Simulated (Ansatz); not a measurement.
System: C$_{2}$Cl$_{3}$, net charge 0, doublet state. It need not be the lowest isomer of its formula. SMILES: Cl[C]=C(Cl)Cl
Geometry: optimised at B3LYP-D3(BJ)/def2-TZVP (Ansatz, a program for electronic structure).
Markedly spin-contaminated UHF reference, which strains HF, MP2 and, less, CCSD(T): Cl[C]=C(Cl)Cl.

Wanted: enthalpy of formation at 298 K (from the atomisation energy, B3LYP-D3(BJ)/def2-TZVP harmonic zero-point and thermal terms from Ansatz, and the atoms' enthalpies of formation in the G2/97 table; no spin-orbit terms, and no core term in the frozen-core levels), in kJ/mol. Cores are frozen in the correlated levels unless marked. Open shells are spin-unrestricted. Spin-orbit coupling is left out. No relativistic terms. The coupled-cluster limit lacks core correlation, which all-electron functionals hold. Basis-set limits of correlation are two-point, X^-3; Hartree-Fock from the larger set. [CCSD(T)-MP2]/basis is that difference in the basis named.

```tsv
level	program	enthalpy of formation at 298 K (kJ/mol)
HF/6-31G	Ansatz	1082.3
HF/cc-pV(T+d)Z	Ansatz	817.4
BLYP/def2-TZVPD	Ansatz	240.1
B97M-V/def2-TZVPD	Ansatz	189.1
B3LYP-D3(BJ)/def2-TZVPD	Ansatz + dftd3	232.0
PBE0-D3(BJ)/def2-TZVP	Ansatz + dftd3	157.4
PBE0-D3(BJ)/def2-TZVPD	Ansatz + dftd3	156.8
```

What does RI-MP2/CBS(cc-pV(T+d)Z,cc-pV(Q+d)Z)+[CCSD(T)-MP2]/cc-pV(T+d)Z (Ansatz) give?

239.8 kJ/mol
